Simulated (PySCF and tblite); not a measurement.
Values are calculated unless marked as measured or tabulated.
C₄H₄O₂, numbered as in [O:1]=[C:2]1[CH2:3][CH:4]=[CH:5][O:6]1.

The ensemble was built from 60 distance-geometry starts (ETKDG and KDG, MMFF94s, GFN2-xTB) and rests on GFN2-xTB geometries. Weights use PBE0-D3(BJ)/pcSseg-1 energies plus GFN2-xTB zero-point and thermal terms (modes under about 100 cm⁻¹ blended into free rotors). Symmetry numbers and mirror images are counted. Conformers within 2.5 kcal/mol (GFN2-xTB free energy) were kept, 6 at most. GIAO shieldings: PBE0/pcSseg-1. Shifts are against TMS (¹H), TMS (¹³C) at the same level. Run with PySCF (density fitting) and tblite.

**Question.** List the conformer-averaged shifts at 298.15 K.

**Answer.** ¹H: 6.91 (H5, 1H), 5.60 (H4, 1H), 3.11 (H3, 2H) ppm. ¹³C: 179.8 (C2), 152.3 (C5), 112.3 (C4), 35.7 (C3) ppm.

Shifts are unscaled: against experiment ¹³C can be off by 15 ppm or more and ¹H by 0.8 ppm.
